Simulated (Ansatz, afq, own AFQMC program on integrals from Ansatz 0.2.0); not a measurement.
**CHB, triplet in 6-31G, levels against full CI**

```yaml
atoms:
  - { symbol: B, position_ang: [0.0000, 0.0000, 1.7743] }
  - { symbol: C, position_ang: [0.0000, 0.0000, -0.3517] }
  - { symbol: H, position_ang: [0.0000, 0.0000, -1.4225] }
```

Connectivity, by distances: B ··· CH.

Basis 6-31G. Noble-gas cores (and the filled d shells of Ga–Kr and In–Xe) are frozen. Integrals, coupled cluster, full CI and functionals: Ansatz 0.2.0; the random walks run on the same integrals in our own AFQMC program. ph-AFQMC/CISD is guided by a CISD state made of CCSD amplitudes; releasing the constraint for a short imaginary time cuts its bias at the price of noise, slowly where states lie close. ± is one standard error of the sampling.

Determinant: ROHF, the one that the program's search chose, which needn't be the lowest solution. The geometry is a point of a scan.

Full CI on the same integrals is exact in this basis and with this determinant's frozen core.

Cautions: lower spins were not checked; a spin-contaminated unrestricted determinant lies lower (UHF 404 meV lower, ⟨S²⟩ 2.19); raised T1 diagnostic (T1 0.046, weight of the determinant 0.86, largest double 0.10); the released energies are still falling, so no released level is given (meV from the phaseless value at times in 1/Eh: -4 ± 6 at 0.24, -13 ± 5 at 0.51, -22 ± 6 at 0.99, -27 ± 5 at 1.62, -41 ± 9 at 2.40); the ph-AFQMC/CISD walk drifts between its halves (2.0 errors).

The T1 diagnostic is 0.0457, the weight of the determinant in the CISD state is 0.855 and the size of the correlated space is 8 electrons in 18 orbitals.

Reference: full CI, correlation energy -3.941 eV.

```tsv
level	E − E(reference) (mEh)	share of correlation (%)
HF	144.82	0.00
MP2	47.06	67.50
CCSD	6.47	95.53
CCSD(T)	1.96	98.64
CCSDT	0.46	99.68
CCSDT(Q)	0.08	99.95
CCSDTQ	0.00	100.00
ph-AFQMC/CISD	1.77 ± 0.15	98.78
```

CCSDT and higher add their correlation energy to the determinant of the CCSD(T) run, since their own runs factorise the integrals more tightly (a shift of under 2 meV). A walk keeps the symmetry of its determinant, which the program's search chose and which needn't be the lowest solution, so a lower state of the same spin and another symmetry isn't excluded.
